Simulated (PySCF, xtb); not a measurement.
disilane cation (H6Si2), SMILES [SiH3][SiH3] (connectivity only; charge and spin as stated), charge +1, multiplicity 2.

Harmonic wavenumbers (cm⁻¹) from GFN2-xTB (xtb) at its own minimum, in rising order: 46, 166, 284, 285, 291, 293, 656, 696, 697, 701, 702, 710, 2317, 2331, 2343, 2346, 2358, 2361.

Task: What does PBE0-D3(BJ)/def2-TZVP run with PySCF give at its own minimum? (Estimate from the structure and the level; the computed values follow.)

Result: 114, 214, 233, 233, 317, 317, 717, 786, 907, 907, 917, 917, 2247, 2248, 2303, 2303, 2310, 2310. Paired by order, the mean absolute difference is 88 cm⁻¹ and the zero-point energies are 28.0 and 29.0 kcal/mol.
